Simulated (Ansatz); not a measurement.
# NO+: small, medium and large basis sets

An exercise on one series of results from a longer session: the logs are not shown, and one member is left open.

Method: one geometry, several basis sets; program: Ansatz 0.2.0, Gaussian basis.

Levels to be run: PBE0-D4/def2-SVP; ωB97M-V/def2-SVP; PBE0-D4/def2-QZVPP; ωB97M-V/def2-QZVPP; CCSD(T)/cc-pV(D+d)Z; CCSD(T)/cc-pV(T+d)Z; CCSD(T)/cc-pV(Q+d)Z; the functionals' def2-TZVPP values are taken from earlier runs.

## The geometry

All runs share one geometry, relaxed beforehand with PBE0-D4 in a triple-zeta def2 set.

2 atoms, charge 1, spin multiplicity 1.

Atoms are counted from 1 here; the program's logs count them from 0.

Bond lengths: N1–O2 1.054 Å.

The first run:

The input, in.yaml:

```yaml
crystal:
  periodic: [false, false, false]
  atoms:
    - {symbol: N, position_ang: [0.000000, -0.000000, 0.004778]}
    - {symbol: O, position_ang: [-0.000000, 0.000000, 1.058442]}
basis:
  gaussian: {orbitals: def2-SVP}
total_charge: 1
hamiltonian: {xc: pbe0, dispersion: d4}
output: {orbitals: {seedname: orbitals}}
```

Command:

```bash
$ ansatz run in.yaml --threads 2 --pin off --events-out ev --progress --plain --max-ram 32768MiB --backend cpu
```

Steps of the session up to this table: PBE0-D4 in def2-SVP; ωB97M-V in def2-SVP; PBE0-D4 in def2-QZVPP; ωB97M-V in def2-QZVPP.

One of the session's tables, all rows but one given; the rest of the session is left out.

It belongs to the step «Functionals by basis». 

| functional | basis | HOMO (eV) | LUMO (eV) |
| --- | --- | --- | --- |
| PBE0-D4 | def2-SVP | -25.39 | -13.13 |
| PBE0-D4 | def2-TZVPP | -25.32 | -12.90 |
| PBE0-D4 | def2-QZVPP | -25.32 | -12.90 |
| ωB97M-V | def2-SVP | ? | ? |
| ωB97M-V | def2-TZVPP | -27.92 | -10.15 |
| ωB97M-V | def2-QZVPP | -27.92 | -10.14 |

**Question.** Estimate the row for ωB97M-V, def2-SVP.

The run gave: HOMO (eV): -27.95; LUMO (eV): -10.34. In the column «HOMO (eV)» it is the lowest.
